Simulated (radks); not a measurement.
**S²⁺ in [Ne] 3s2 3p2: an all-electron calculation**

An exercise on one series of results from a longer session: the logs are not shown, and one member is left open.

Method: non-relativistic Kohn-Sham, PBEsol, spin-polarised, spherical densities, point nucleus; open shells are filled with parallel spins first. Code: radks (a radial shooting solver on a logarithmic mesh, Libxc functionals) version 1.

## What is computed

- element: sulfur (Z = 16)
- charge: +2
- electrons: 14
- configuration: [Ne] 3s2 3p2

Outer shells as boxes (Hund's rule):

S²⁺
```
[Ne] core
3s [↑↓]
3p [↑ ][↑ ][  ]
```

The first run:

Settings of this run:

```text
Z 16
configuration [Ne] 3s2 3p2
relativity non-relativistic
functional pbe_sol,pbe_sol
spin polarised
nucleus point
```

Command:

```bash
python run_ks.py task.json out
```

This one command runs every case of the session in turn.

One of the session's tables, all rows but one given; the rest of the session is left out.

It belongs to the step «Orbitals and density». Sizes of the orbitals, from the radial functions (bohr):

```
  level      <r>  outermost maximum (interpolated)  90 % within  nodes
  1s up  0.09741                            0.0638        0.174      0
1s down  0.09740                            0.0638        0.174      0
  2s up   0.4813                             0.390        0.754      1
2s down   0.4810                             0.390        0.753      1
  2p up   0.4428                             0.326        0.738      0
2p down   0.4425                             0.326        0.736      0
  3s up    1.579                              1.37         2.35      2
3s down    1.586                              1.37         2.37      2
  3p up    1.753                              1.49         2.66      1
3p down        ?                                 ?            ?      ?
```

Estimate the missing values for 3p down.

As computed: <r>: 1.781; outermost maximum (interpolated): 1.50; 90 % within: 2.73; nodes: 1. In the column «<r>» it is the highest.

Limits of these values: Open shells are spherical and high-spin; term and fine-structure splittings are not resolved.
